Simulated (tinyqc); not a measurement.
Inside a calculation. Method: RHF in the sto-3g basis, for H2O, spin multiplicity 1. One step of it, computed by the program tinyqc.

Task: Iteration 1: building the Fock matrix. J_ij = sum D_kl (ij|kl), K_ij = sum D_kl (ik|jl); F = H + J - 0.5 K; E = tr D H + tr D J / 2 - 0.25 tr D K + E_nn.

D at the start, order 1O 1s, 1O 2s, 1O 2px, 1O 2py, 1O 2pz, 2H 1s, 3H 1s:
$$\begin{pmatrix}
1.794055 & -0.680271 & 0.384625 & 0.263070 & -0.257246 & 0.183403 & -0.269211 \\
-0.680271 & 2.676371 & -0.698378 & -0.519311 & 0.111006 & -1.238791 & -1.576892 \\
0.384625 & -0.698378 & 1.003100 & -0.787883 & -0.270514 & 0.255800 & 0.304252 \\
0.263070 & -0.519311 & -0.787883 & 2.086010 & -0.228355 & -0.961538 & 1.267789 \\
-0.257246 & 0.111006 & -0.270514 & -0.228355 & 1.865514 & -0.532637 & -1.023433 \\
0.183403 & -1.238791 & 0.255800 & -0.961538 & -0.532637 & 3.259883 & -0.240203 \\
-0.269211 & -1.576892 & 0.304252 & 1.267789 & -1.023433 & -0.240203 & 2.542401
\end{pmatrix}$$

core Hamiltonian H = T + V (hartree), order 1O 1s, 1O 2s, 1O 2px, 1O 2py, 1O 2pz, 2H 1s, 3H 1s:
$$\begin{pmatrix}
-32.718770 & -7.612297 & 0.000000 & -0.001077 & -0.018396 & -1.827162 & -1.656401 \\
-7.612297 & -9.332753 & 0.000000 & -0.010449 & -0.216417 & -3.851754 & -3.599587 \\
0.000000 & 0.000000 & -7.455944 & 0.000000 & 0.000000 & 0.000000 & 0.000000 \\
-0.001077 & -0.010449 & 0.000000 & -7.616878 & -0.005712 & -2.109144 & 2.007285 \\
-0.018396 & -0.216417 & 0.000000 & -0.005712 & -7.543938 & -1.628217 & -1.553224 \\
-1.827162 & -3.851754 & 0.000000 & -2.109144 & -1.628217 & -5.141418 & -1.547043 \\
-1.656401 & -3.599587 & 0.000000 & 2.007285 & -1.553224 & -1.547043 & -4.983730
\end{pmatrix}$$

Two-electron integrals (ij|kl) in chemists' order, unique and non-zero (hartree):
```
(11|11) 4.785065    (21|11) 0.741380    (21|21) 0.136873    (22|11) 1.118947
(22|21) 0.256633    (22|22) 0.817206    (31|31) 0.024477    (32|31) 0.037809
(32|32) 0.180518    (33|11) 1.115814    (33|21) 0.256684    (33|22) 0.817023
(33|33) 0.880159    (41|41) 0.024477    (42|41) 0.037809    (42|42) 0.180518
(43|43) 0.047444    (44|11) 1.115814    (44|21) 0.256684    (44|22) 0.817023
(44|33) 0.785270    (44|44) 0.880159    (51|51) 0.024477    (52|51) 0.037809
(52|52) 0.180518    (53|53) 0.047444    (54|54) 0.047444    (55|11) 1.115814
(55|21) 0.256684    (55|22) 0.817023    (55|33) 0.785270    (55|44) 0.785270
(55|55) 0.880159    (61|11) 0.179544    (61|21) 0.032847    (61|22) 0.061120
(61|33) 0.061005    (61|41) 0.001212    (61|42) 0.002259    (61|44) 0.061233
(61|51) 0.000895    (61|52) 0.001670    (61|54) 0.000168    (61|55) 0.061130
(61|61) 0.007984    (62|11) 0.416582    (62|21) 0.096652    (62|22) 0.338401
(62|33) 0.332829    (62|41) 0.005800    (62|42) 0.043440    (62|44) 0.343436
(62|51) 0.004286    (62|52) 0.032105    (62|54) 0.007839    (62|55) 0.338623
(62|61) 0.023606    (62|62) 0.170368    (63|31) 0.010355    (63|32) 0.059392
(63|43) 0.009133    (63|53) 0.006750    (63|63) 0.024914    (64|11) 0.234196
(64|21) 0.055065    (64|22) 0.205942    (64|33) 0.196500    (64|41) 0.013268
(64|42) 0.084604    (64|44) 0.221126    (64|51) 0.002153    (64|52) 0.018633
(64|54) 0.011451    (64|55) 0.199975    (64|61) 0.014071    (64|62) 0.125941
(64|64) 0.116997    (65|11) 0.173088    (65|21) 0.040697    (65|22) 0.152206
(65|33) 0.145228    (65|41) 0.002153    (65|42) 0.018633    (65|44) 0.149929
(65|51) 0.011946    (65|52) 0.073164    (65|54) 0.012607    (65|55) 0.161295
(65|61) 0.010400    (65|62) 0.093079    (65|64) 0.068056    (65|65) 0.075212
(66|11) 0.540814    (66|21) 0.127514    (66|22) 0.509931    (66|33) 0.489140
(66|41) 0.010334    (66|42) 0.104973    (66|44) 0.529081    (66|51) 0.007637
(66|52) 0.077582    (66|54) 0.029520    (66|55) 0.510957    (66|61) 0.031457
(66|62) 0.316383    (66|64) 0.267274    (66|65) 0.197535    (66|66) 0.774606
(71|11) 0.162538    (71|21) 0.029747    (71|22) 0.055391    (71|33) 0.055286
(71|41) -0.001102   (71|42) -0.002060   (71|44) 0.055496    (71|51) 0.000816
(71|52) 0.001524    (71|54) -0.000155   (71|55) 0.055401    (71|61) 0.007116
(71|62) 0.020706    (71|64) 0.011231    (71|65) 0.009131    (71|66) 0.027237
(71|71) 0.006549    (72|11) 0.387866    (72|21) 0.090040    (72|22) 0.316561
(72|33) 0.311247    (72|41) -0.005423   (72|42) -0.041099   (72|44) 0.321356
(72|51) 0.004012    (72|52) 0.030407    (72|54) -0.007479   (72|55) 0.316781
(72|61) 0.021284    (72|62) 0.130317    (72|64) 0.065972    (72|65) 0.069413
(72|66) 0.200582    (72|71) 0.019937    (72|72) 0.150697    (73|31) 0.009512
(73|32) 0.055042    (73|43) -0.008581   (73|53) 0.006349    (73|63) 0.018295
(73|73) 0.021702    (74|11) -0.221934   (74|21) -0.052196   (74|22) -0.195979
(74|33) -0.187049   (74|41) 0.012273    (74|42) 0.079200    (74|44) -0.210294
(74|51) -0.002043   (74|52) -0.017873   (74|54) 0.010849    (74|55) -0.190379
(74|61) -0.011768   (74|62) -0.067651   (74|64) -0.016408   (74|65) -0.035172
(74|66) -0.091649   (74|71) -0.012078   (74|72) -0.113320   (74|74) 0.105950
(75|11) 0.164197    (75|21) 0.038617    (75|22) 0.144995    (75|33) 0.138388
(75|41) -0.002043   (75|42) -0.017873   (75|44) 0.142888    (75|51) 0.011023
(75|52) 0.068266    (75|54) -0.011911   (75|55) 0.153548    (75|61) 0.009543
(75|62) 0.070282    (75|64) 0.034783    (75|65) 0.055156    (75|66) 0.118664
(75|71) 0.008936    (75|72) 0.083839    (75|74) -0.062331   (75|75) 0.067817
(76|11) 0.154919    (76|21) 0.036257    (76|22) 0.137202    (76|33) 0.134146
(76|41) -0.000033   (76|42) -0.000372   (76|44) 0.136950    (76|51) 0.002577
(76|52) 0.022718    (76|54) -0.000101   (76|55) 0.140364    (76|61) 0.008757
(76|62) 0.067715    (76|64) 0.042925    (76|65) 0.041662    (76|66) 0.127804
(76|71) 0.007941    (76|72) 0.064157    (76|74) -0.041795   (76|75) 0.040054
(76|76) 0.032735    (77|11) 0.521253    (77|21) 0.122973    (77|22) 0.495065
(77|33) 0.474950    (77|41) -0.009762   (77|42) -0.101331   (77|44) 0.513554
(77|51) 0.007222    (77|52) 0.074969    (77|54) -0.028562   (77|55) 0.496081
(77|61) 0.028988    (77|62) 0.208371    (77|64) 0.092800    (77|65) 0.121682
(77|66) 0.337043    (77|71) 0.027486    (77|72) 0.294077    (77|74) -0.252547
(77|75) 0.186846    (77|76) 0.127804    (77|77) 0.774606
```

nuclear repulsion = 9.17103004 hartree

Give: Coulomb J; exchange K; Fock matrix F; total energy of this density.

Result:

Coulomb J (hartree), order 1O 1s, 1O 2s, 1O 2px, 1O 2py, 1O 2pz, 2H 1s, 3H 1s:
$$\begin{pmatrix}
15.3023 & 2.9253 & -0.0229 & -0.0062 & -0.0302 & 0.7001 & 0.6350 \\
2.9253 & 7.5525 & -0.1592 & -0.0041 & -0.0212 & 3.1991 & 2.9519 \\
-0.0229 & -0.1592 & 7.4590 & -0.0753 & -0.0184 & -0.0692 & -0.0369 \\
-0.0062 & -0.0041 & -0.0753 & 7.6101 & 0.0227 & 2.0001 & -1.8451 \\
-0.0302 & -0.0212 & -0.0184 & 0.0227 & 7.5676 & 1.4776 & 1.3661 \\
0.7001 & 3.1991 & -0.0692 & 2.0001 & 1.4776 & 5.3066 & 1.3218 \\
0.6350 & 2.9519 & -0.0369 & -1.8451 & 1.3661 & 1.3218 & 4.9200
\end{pmatrix}$$

exchange K (hartree), order 1O 1s, 1O 2s, 1O 2px, 1O 2py, 1O 2pz, 2H 1s, 3H 1s:
$$\begin{pmatrix}
7.8983 & 0.9867 & 0.2709 & 0.2954 & -0.4487 & 0.1882 & -0.1201 \\
0.9867 & 1.7199 & -0.3716 & -0.1180 & -0.6611 & 0.6701 & 0.3820 \\
0.2709 & -0.3716 & 1.2920 & -0.6630 & -0.1423 & -0.2717 & 0.0742 \\
0.2954 & -0.1180 & -0.6630 & 1.6524 & 0.0190 & 0.4910 & -0.3091 \\
-0.4487 & -0.6611 & -0.1423 & 0.0190 & 1.7165 & 0.1673 & -0.0784 \\
0.1882 & 0.6701 & -0.2717 & 0.4910 & 0.1673 & 1.5639 & 0.1794 \\
-0.1201 & 0.3820 & 0.0742 & -0.3091 & -0.0784 & 0.1794 & 0.8424
\end{pmatrix}$$

Fock matrix F (hartree), order 1O 1s, 1O 2s, 1O 2px, 1O 2py, 1O 2pz, 2H 1s, 3H 1s:
$$\begin{pmatrix}
-21.3656 & -5.1803 & -0.1583 & -0.1550 & 0.1758 & -1.2212 & -0.9613 \\
-5.1803 & -2.6402 & 0.0266 & 0.0445 & 0.0929 & -0.9877 & -0.8387 \\
-0.1583 & 0.0266 & -0.6429 & 0.2562 & 0.0528 & 0.0667 & -0.0740 \\
-0.1550 & 0.0445 & 0.2562 & -0.8330 & 0.0076 & -0.3546 & 0.3167 \\
0.1758 & 0.0929 & 0.0528 & 0.0076 & -0.8346 & -0.2343 & -0.1479 \\
-1.2212 & -0.9877 & 0.0667 & -0.3546 & -0.2343 & -0.6167 & -0.3149 \\
-0.9613 & -0.8387 & -0.0740 & 0.3167 & -0.1479 & -0.3149 & -0.4849
\end{pmatrix}$$

total energy of this density = -62.470780 hartree

This density is the starting one.
